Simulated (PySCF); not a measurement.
# H6NPSi: the cost of one run

The runs use PySCF 2.14.0, with density-fitted response routines of our own; the level of theory stands in each step. All values are computed, except where a source is named. Atoms are numbered from 0 throughout.

### 1 Starting geometry

9 atoms, charge 0, multiplicity 1; geometry from: GFN2-xTB. The atoms were then displaced at random by about 0.01 Å, so the start is not that level's minimum.

Bonds of the start (Å): N0–Si1 1.69, Si1–P2 2.23, N0–H3 1.02, N0–H4 1.02, Si1–H5 1.47, Si1–H6 1.47, P2–H7 1.40, P2–H8 1.41.

### 2 Relaxing the molecule at PBE0-D3(BJ)/def2-SVP

The job: settings as JSON, then the geometry in Å.

```
{"job": {"xc": "PBE0", "basis": "def2-SVP", "d3": "d3bj", "grid": 1, "shake": 0.01, "kind": "geom"}, "charge": 0, "multiplicity": 1}
N     -1.348640     0.699350    -0.074030
Si    -0.233440    -0.466350     0.414150
P      1.531660    -0.063080    -0.894300
H     -1.360810     1.017790    -1.046060
H     -2.299740     0.712620     0.300380
H     -0.017270    -0.235450     1.846380
H     -0.590170    -1.871890     0.201030
H      2.414030    -0.879380    -0.175100
H      1.962190     1.069240    -0.178940
```

Started as:

```
$ OMP_NUM_THREADS=1 python probes_run.py task.json out
```

This one command runs all jobs of the session in turn.

**Question.** How long does this first job take on 1 thread of Arm Neoverse V1, shared host, and how much memory does it need?

About 15 s, with a peak of 0.34 GiB.
